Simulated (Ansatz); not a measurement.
The parent structure is Pt in the fcc (Cu type) structure (space group Fm-3m, No. 225; a = 3.970 Å).

Calculations: Ansatz (a first-principles code), PBE, PAW, cutoff 420 eV, no SOC, earlier PAW set.

Modification: every Pt is replaced by Pd; the structure is relaxed again.

Measured lattice parameter a: Pt 3.913 Å (static lattice; corrected from measurement; as listed in Daniel Mejia-Rodriguez, S. B. Trickey, Phys. Rev. B (2018)); Pd 3.876 Å (static lattice; corrected from measurement; as listed in Daniel Mejia-Rodriguez, S. B. Trickey, Phys. Rev. B (2018)).

Task: How well does PBE reproduce the measured shift?

Result: With PBE the lattice parameter a moves by -0.027 Å (3.970 → 3.943) against -0.037 Å measured.

Stability against distortions was not tested. The final runs are not spin-polarised.
